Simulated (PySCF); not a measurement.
SF, optimised at PBE0/def2-TZVP:

```xyz
2

S      0.0046    -0.5877     0.5386
F     -0.0046     0.5877    -0.5386
```

Computed with PySCF (xtb for GFN2) and rigid-rotor harmonic-oscillator thermochemistry at 1 bar. 6-31G* has spherical d functions here. Open shells (unrestricted): SF (multiplicity 2). GFN2 has no spin-polarisation term. Spin-orbit splitting is ignored; it lowers the true energy and changes the entropy of SF. B3LYP is the form with VWN-RPA correlation.

List the harmonic frequencies (cm⁻¹, unscaled) at this level and at the other levels, each on its own geometry.


- PBE0/def2-TZVP: 864
- B3LYP/6-31G*: 838
- GFN2-xTB: 728
- HF/6-31G*: 920
- PBE/def2-SVP: 816
